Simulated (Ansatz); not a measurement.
in.yaml

```yaml
crystal:
  periodic: [false, false, false]
  atoms:
    - {symbol: Al, position_ang: [-0.000006, -0.113958, 2.175529]}
    - {symbol: N, position_ang: [0.000059, -0.123062, 0.342317]}
    - {symbol: C, position_ang: [-0.000023, -0.259290, -0.857208]}
    - {symbol: H, position_ang: [-0.000030, 0.496310, -1.660638]}
basis:
  gaussian: {orbitals: STO-3G}
magnetization: {spin_polarized: false, initial_magnetization: 7}
correlation: {active_space: {window: {electrons: 5, orbitals: 4}, fixed_orbitals: true, states: [{multiplicity: 2, weights: [1, 1, 0.5]}]}}
```

```sh
$ ansatz run in.yaml --threads 1 --pin off --events-out ev --progress --plain --max-ram 2393MiB
```

(1) One thing in this input was set wrong on purpose, beside settings that are merely unusual. What is the gravest fault, and what does the program do?

## Answers

(1) Far too many unpaired electrons. How the run ends: stopped by an error.
```
344 factors; integrals over basis functions are off by at most 4.0e-8 eV
mean field evaluation 1: about -8978.6685 eV, gradient 1.7e1 eV
mean field evaluation 2: about -8978.7696 eV, gradient 1.7e1 eV
mean field evaluation 4: about -8981.3574 eV, gradient 7.9e-1 eV
mean field evaluation 8: about -8981.3629 eV, gradient 1.8e-4 eV
mean field -8981.36290745 eV, -330.0589990623 hartree, gradient 2.6e-6 eV, S^2 15.750000; 0 other end points of the search recorded, 0 dependent functions left out
reference -8981.36290745 eV, -330.0589990623 hartree; 17, 10 occupied and 3, 10 virtual orbitals, 344 factors
Error: 5 electrons in 4 orbitals form no window around the highest filled level of the reference
```
